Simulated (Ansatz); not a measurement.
# NHS₂ (singlet): from a generated start to a stationary point

Where does this start of NHS₂ (singlet) end when it is relaxed?

Computed with Ansatz 0.2.0, Gaussian basis. Level: RKS PBE0/def2-TZVP.

### 1 Starting geometry

4 atoms, charge 0, spin multiplicity 1.

Atoms are counted from 1 here; the program's logs count them from 0.

Bond lengths: N1–S2 1.617 Å, N1–S3 1.617 Å, N1–H4 1.023 Å. Angles: S2–N1–S3 130.6°, S2–N1–H4 114.7°, S3–N1–H4 114.7°.

The start was built by rule and, where that kept it together, relaxed with GFN2-xTB. Sticks and bond lists go by distance. 

### 2 The run

The input, in.yaml:

```yaml
crystal:
  periodic: [false, false, false]
  atoms:
    - {symbol: N, position_ang: [-0.261149, -0.459971, -0.072812]}
    - {symbol: S, position_ang: [1.346495, -0.604203, 0.022132]}
    - {symbol: S, position_ang: [-1.208476, 0.847301, 0.016350]}
    - {symbol: H, position_ang: [-0.761703, -1.341613, -0.212375]}
basis:
  gaussian: {orbitals: def2-TZVP}
hamiltonian: {xc: pbe0}
relax: {f_tol: 0.004, max_steps: 80}
```

Started as:

```
ansatz run in.yaml --threads 1 --pin off --events-out ev --progress --plain --max-ram 2176MiB
```

Before running it: what results should come out? Wanted: energy gained; shift from the start; total energy; dipole moment.

The runs gave:

```
                  quantity           value
                     steps               6
             energy gained        0.003 eV
shift from the start (rms)         0.013 Å
              total energy  -23167.3118 eV
             dipole moment          1.74 D
```

What this shows: The bonds of the start are those of the end. N1–H4 went from 1.023 to 1.019 Å. No vibrations were run, so this is a stationary point, not a proven minimum, and this spin need not be the ground state's.
